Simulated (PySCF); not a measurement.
**Gas-phase XPS of `CO[C@H]1CO1`, computed**

C3H6O2.
Geometry (PBE0-D3(BJ)/def2-SVP, Å), atoms numbered from 1 in this order:
```xyz
11
C3H6O2 angstrom
C      1.8569    0.4529   -0.1449
O      0.5542    0.4614    0.3808
C     -0.2676   -0.4626   -0.1899
C     -1.6790   -0.1419   -0.3240
O     -0.8086   -0.1592   -1.4466
H      1.8616    0.7252   -1.2143
H      2.4436    1.1923    0.4155
H      2.3353   -0.5382   -0.0307
H      0.0746   -1.5060   -0.0834
H     -2.4386   -0.9333   -0.2920
H     -2.0076    0.8521    0.0030
```

Level of theory: delta-SCF UKS SCAN, pcX-2 on the ionised atom, pcseg-1 elsewhere, spin-free X2C (PySCF). Each binding energy is the total energy of the core-ionised species, with the hole localised on one atom, minus that of the ground state; both are solved self-consistently, so orbital relaxation is included.

Question: List the computed XPS lines with their assignment.

Answer: 
```csv
atom(s),bonded to,level,binding energy (eV),above the level's lowest (eV),count
O2,2 C,O 1s,538.98,+0.45,1
O5,2 C,O 1s,538.53,0.00,1
C3,"2 O, C and H",C 1s,293.71,+1.37,1
C1,O and 3 H,C 1s,292.44,+0.10,1
C4,"O, C and 2 H",C 1s,292.34,0.00,1
```

The listed C 1s values span 1.37 eV, from C4 (bonded to O, C and 2 H) to C3 (bonded to 2 O, C and H). Summing the Pauling electronegativity differences to the bonded atoms, each weighted by its formal bond order, gives +0.19 for the lowest site and +1.43 for the highest; no listed site has a larger sum than the highest. The smallest sum, -0.16, belongs to C1, 0.10 eV above the lowest.

Lowest listed O 1s: O5, bonded to 2 C. Highest, 0.45 eV above it: O2, bonded to 2 C.

Question: What is the C 1s shift of C1 against C3?

Answer: 292.44 − 293.71 = -1.27 eV, or -123 kJ/mol.

One conformer (not necessarily the lowest) at the PBE0-D3(BJ)/def2-SVP geometry, without solvent, vibrations or thermal averaging.
